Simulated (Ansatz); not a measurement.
Results of PBE (PAW; Ansatz, a quantum-chemistry and plane-wave program) for zinc-blende HgSe.

Numerical settings: plane-wave cutoff 520 eV, 10×10×10 k mesh, Fermi–Dirac smearing 0.01 eV, scalar-relativistic PAW data made under PBE.

Pressure at four volumes; x = ln(V/30.643 Å³). One pressure is withheld.

```tsv
V (Å³/atom)	x	P (GPa)
28.804	-0.0619	3.12
30.643	0.0000	0.03
31.868	0.0392	-1.49
32.481	0.0583	?
```

Task: Pass a parabola P(x) through the three rows shown, estimate the bulk modulus and its pressure derivative near zero pressure, and predict the withheld pressure.

Result: Slopes between the rows: (0.03 − (3.12))/(0.0000 − (-0.0619)) = -49.92 and (-1.49 − (0.03))/(0.0392 − (0.0000)) = -38.78 GPa. Their difference over the span 0.1011 is c = 11.14/0.1011 = 110.2 GPa, so P(x) = 3.12 + (-49.92)(x − (-0.0619)) + 110.2 (x − (-0.0619))(x − (0.0000)). At the middle row B = −dP/dx = −[-49.92 + 110.2 × 0.0619] = 43.1 GPa, and B′ = dB/dP = 2c/B = 5.1. At x = 0.0583 the parabola gives -2.11 GPa; the run gives -2.12 GPa. The Birch–Murnaghan fit to the energies at all volumes has B0 = 42.6 GPa and B′ = 5.1.

Measured, for comparison: bulk modulus 50 GPa (temperature not stated, no zero-point or thermal correction, sources range from 48.5 to 51.6; as tabulated in Toher et al. (2017), arXiv:1611.05714). Computed less measured: bulk modulus -15 % (-12 % to -17 % over the range).

Spin–orbit coupling is not included; it can shift volumes and moduli of such heavy elements.
